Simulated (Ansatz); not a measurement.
Counterpoise correction, worked out

The pair of H2O (SMILES O, atoms 1–3) and H2O2 (SMILES OO, atoms 4–7), both closed shells, in one local arrangement (a lower one may exist), relaxed at PBE0-D4/def2-TZVP:

```
atom    x (Å)    y (Å)    z (Å)
  O1   0.3769   0.1197  -1.4128
  H2  -0.0301  -0.4060  -2.1052
  H3  -0.3524   0.5272  -0.9277
  O4   0.3156  -0.7534   1.2048
  O5  -0.6721   0.2777   1.1781
  H6   0.6449  -0.6927   0.2874
  H7  -0.2828   0.9276   1.7752
```

Program: Ansatz 0.2.0. Basis: def2-TZVPPD. Cores are frozen in the correlated methods.

CCSD(T) total energies in eV:

| system | geometry | basis functions | energy |
| --- | --- | --- | --- |
| pair | pair | all | -6196.61965 |
| H2O | as in the pair | all (partner as ghosts) | -2077.34834 |
| H2O2 | as in the pair | all (partner as ghosts) | -4118.98818 |
| H2O | as in the pair | its own | -2077.33299 |
| H2O2 | as in the pair | its own | -4118.97439 |
| H2O | free (PBE0-D4 minimum) | its own | -2077.33568 |
| H2O2 | free (PBE0-D4 minimum) | its own | -4118.97683 |

**Question.** Work out the interaction energy with and without the counterpoise correction, the superposition error, and the binding energy from the relaxed fragments.

**Answer.** Without correction: -6196.61965 − (-2077.33299) − (-4118.97439) = -0.31227 eV.
With correction (each fragment in the whole basis): -6196.61965 − (-2077.34834) − (-4118.98818) = -0.28313 eV = -6.53 kcal/mol.
The superposition error is the difference, 0.02914 eV, 9 % of the uncorrected value: each fragment borrows its partner's functions.
Deformation from the free shapes: 0.00269 eV for H2O and 0.00244 eV for H2O2.
Binding energy from relaxed fragments: -0.28313 + 0.00269 + 0.00244 = -0.27800 eV = -6.41 kcal/mol (electronic, without zero-point energy; negative means bound). For comparison, the corrected interaction energy by CCSD(T) at an estimated basis limit (MP2 extrapolated from triple and quadruple zeta, plus CCSD(T) − MP2 in triple zeta) is -0.313 eV; triple zeta with the correction binds less.

T1 diagnostic: at most 0.013.

For scale, one of the runs: CCSD(T)/def2-TZVPPD, 188 basis functions, launched by `ansatz run in.yaml --threads 2 --pin off --events-out ev --progress --plain --max-ram 5222MiB`. Time: 46 s of wall clock on 2 CPU threads of an Arm Neoverse V2; the host was shared. Peak host memory: 2.1 GiB.
